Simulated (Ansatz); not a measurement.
**AlGe⁺, singlet: reading a ladder of total energies**

Geometry: a point of a stretch scan, not a stationary point.

```xyz
2

Ge    0.0000    0.0000    0.0000
Al    0.0000    0.0000   10.5740
```

Basis cc-pVDZ; Ansatz 0.2.0. Only valence electrons are correlated (noble-gas cores and the filled d shells of p-block atoms frozen), which leaves 6 electrons in 26 orbitals. Prefix R: restricted or restricted open-shell reference. No spin–orbit coupling is included, and no scalar relativity.

Full CI is exact within this basis and frozen core; it isn't the basis-set limit.

Runs differ by some tens of microhartree through their thresholds, so steps under 0.03 kcal/mol mean nothing.

| level | total energy (hartree) |
| --- | --- |
| RHF | -2316.899134 |
| RMP2 | -2316.973690 |
| RCCSD | -2317.014650 |
| RCCSD(T) | -2317.017076 |
| RCCSDT | -2317.017473 |
| RCCSDT(Q) | -2317.018667 |
| RCCSDTQ | -2317.019521 |
| full CI | -2317.019521 |

Problem. What is the correlation energy at full CI, and what share of it do RMP2 and RCCSDT recover?

Solution. E(corr) = -2317.019521 − (-2316.899134) = -0.120387 hartree = -3.276 eV. RMP2: -0.074556 / -0.120387 = 61.93 %. RCCSDT: -0.118339 / -0.120387 = 98.30 %.

Problem. By how many kcal/mol does RCCSD(T) miss full CI (1 hartree = 627.509 kcal/mol), and which steps make up the rest?

Solution. -2317.017076 − (-2317.019521) = 0.002445 hartree = 1.53 kcal/mol. Steps: RCCSDT − RCCSD(T) = -0.25, RCCSDT(Q) − RCCSDT = -0.75, RCCSDTQ − RCCSDT(Q) = -0.54, full CI − RCCSDTQ = 0.00 kcal/mol. With more than one leading determinant such errors change with state and geometry, and needn't cancel in differences.
